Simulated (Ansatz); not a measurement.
Mulliken charges of C$_{2}$H$_{5}$FN$_{2}$, SMILES `FC1NCN1` from PBE/def2-TZVPP in Ansatz (PBE0-D4/def2-TZVP geometry).

```tsv
atom	x (Å)	y (Å)	z (Å)	charge (e)
F1	-0.403	-0.934	-1.590	-0.210
C2	0.537	-0.261	-0.792	0.155
N3	0.065	1.016	-0.343	-0.219
C4	-0.311	0.380	0.928	-0.038
N5	0.561	-0.746	0.557	-0.219
H6	1.463	-0.296	-1.370	0.074
H7	-0.674	1.418	-0.903	0.143
H8	-1.375	0.127	1.020	0.095
H9	0.021	0.926	1.815	0.077
H10	0.198	-1.681	0.681	0.143
```

Task: By hand: the dipole of these point charges (1 e Å = 4.8032 D).

Result: Σ q r = (-0.046, 0.106, 0.233) e Å, of length 0.260 e Å = 1.25 D.

Task: How does the dipole of the full density compare? (Best estimate.)

Result: The calculation gave: (-0.241, 0.007, 0.147) e Å, 1.36 D; the point charges give 0.92 times that, at 51° from its direction.

Point charges leave out the atoms' own dipoles, such as those of lone pairs, and Mulliken's split depends on the basis, so the two needn't agree.
